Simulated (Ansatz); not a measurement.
# C2H3Al (ethynylalumane) at PBE/def2-TZVP

Aim: the vertical singlet–triplet gap of C2H3Al (ethynylalumane) at PBE/def2-TZVP, from 2 runs. 

Program for the calculation: Ansatz 0.2.0.

37 further runs of the same task are left out: 1 that didn't finish, 36 set aside as unsound or not needed. Runs told in other sessions of the task aren't counted.

## 1. The system as given

C2H3Al has 6 atoms, charge 0, and is taken as a singlet. SMILES: `C#[C][AlH2]`. The shape is that of a PBE0-D4/def2-TZVP optimisation.

Bond lengths: C1–C2 1.211 Å, C2–Al3 1.906 Å, C1–H4 1.067 Å, Al3–H5 1.580 Å, Al3–H6 1.580 Å. Angles: C1–C2–Al3 179.9°, C2–C1–H4 180.0°, C2–Al3–H5 118.8°, C2–Al3–H6 118.8°, H5–Al3–H6 122.4°.

## 2. The energy at PBE/def2-TZVP

job.yaml

```yaml
basis:
  gaussian: {orbitals: def2-TZVP}
crystal:
  periodic: [false, false, false]
  atoms:
    - {symbol: C, position_ang: [-0.792800, -1.637600, -0.298100]}
    - {symbol: C, position_ang: [-0.266100, -0.564200, -0.106200]}
    - {symbol: Al, position_ang: [0.564800, 1.124200, 0.195000]}
    - {symbol: H, position_ang: [-1.257000, -2.583100, -0.467400]}
    - {symbol: H, position_ang: [1.356700, 1.804700, -0.990500]}
    - {symbol: H, position_ang: [0.436600, 1.792000, 1.621000]}
output: {orbitals: {seedname: orbitals}}
accuracy: high
hamiltonian: {xc: {name: PBE}}
```

Started as:

```bash
$ ansatz run job.yaml --threads 1 --pin off --max-ram 3480MiB --events-out events.jsonl --progress --plain --runs-dir runs
```

Standard output:

```text
Warning: RAYON_NUM_THREADS=1 ignored (pool sized by the plan → 1); use --threads N
Functional definition: PBE
  name "PBE"
  parameter kappa = 0.804
  parameter beta = 0.06672455060314922
  exchange = pbe_x(kappa = kappa, mu = beta*pi^2/3)
  correlation = pbe_c(beta = beta)
1904 factors; integrals over basis functions are off by at most 5.6e-9 eV
mean field evaluation 1: about -8703.8731 eV, gradient 5.5e1 eV
mean field evaluation 2: about -8672.8659 eV, gradient 1.0e2 eV
mean field evaluation 4: about -8709.4769 eV, gradient 3.1e1 eV
mean field evaluation 8: about -8711.8238 eV, gradient 4.3e-1 eV
mean field evaluation 16: about -8711.8244 eV, gradient 2.1e-5 eV
mean field -8711.82443478 eV, -320.1536428916 hartree, gradient 4.4e-8 eV, S^2 0.000000; 0 other end points of the search recorded, 0 dependent functions left out
reference -8711.82443846 eV, -320.1536430266 hartree; 14, 14 occupied and 103, 103 virtual orbitals, 1904 factors
Total energy: -8711.82443846 eV, -320.1536430266 hartree
```

Wall time 6.3 s (1 thread of Intel Xeon Platinum 8259CL at 2.50GHz (Skylake/Cascade Lake), shared host); peak memory 0.28 GiB.

## 3. The triplet at the same level

run.yaml

```yaml
crystal:
  periodic: [false, false, false]
  atoms:
    - {symbol: C, position_ang: [-0.792800, -1.637600, -0.298100]}
    - {symbol: C, position_ang: [-0.266100, -0.564200, -0.106200]}
    - {symbol: Al, position_ang: [0.564800, 1.124200, 0.195000]}
    - {symbol: H, position_ang: [-1.257000, -2.583100, -0.467400]}
    - {symbol: H, position_ang: [1.356700, 1.804700, -0.990500]}
    - {symbol: H, position_ang: [0.436600, 1.792000, 1.621000]}
basis:
  gaussian:
    orbitals: def2-TZVP
hamiltonian:
  xc: {name: PBE}
output: {orbitals: {seedname: orbitals}}
magnetization:
  spin_polarized: true
  initial_magnetization: 2
accuracy: high
```

Started as:

```bash
$ ansatz run run.yaml --threads 1 --pin off --max-ram 3480MiB --events-out events.jsonl --progress --plain --runs-dir runs
```

Standard output (excerpt; [...] marks lines left out):

```text
Warning: RAYON_NUM_THREADS=1 ignored (pool sized by the plan → 1); use --threads N
[... 2 set-up lines as earlier in the session ...]
[...]
1904 factors; integrals over basis functions are off by at most 5.6e-9 eV
[...]
mean field -8707.75705154 eV, -320.0041693142 hartree, gradient 1.8e-8 eV, S^2 2.005391; 6 other end points of the search recorded, 0 dependent functions left out
reference -8707.75705517 eV, -320.0041694476 hartree; 15, 13 occupied and 102, 104 virtual orbitals, 1904 factors
Total energy: -8707.75705517 eV, -320.0041694476 hartree
```

Wall time 26 s (1 thread of Intel Xeon Platinum 8259CL at 2.50GHz (Skylake/Cascade Lake), shared host); peak memory 0.37 GiB.

## 4. What came out

Level: PBE/def2-TZVP.

```
                                        quantity          value
                           singlet: total energy  -320.15364 Eh
                            singlet: HOMO energy       -6.86 eV
                            singlet: LUMO energy       -2.65 eV
                          singlet: HOMO–LUMO gap        4.21 eV
                           triplet: total energy  -320.00417 Eh
     triplet: HOMO energy (highest over α and β)       -3.20 eV
                                   triplet: ⟨S²⟩          2.005
vertical energy of the triplet above the singlet       4.067 eV
```

What this shows: At this shape the triplet lies 4.07 eV (94 kcal/mol) above the singlet.
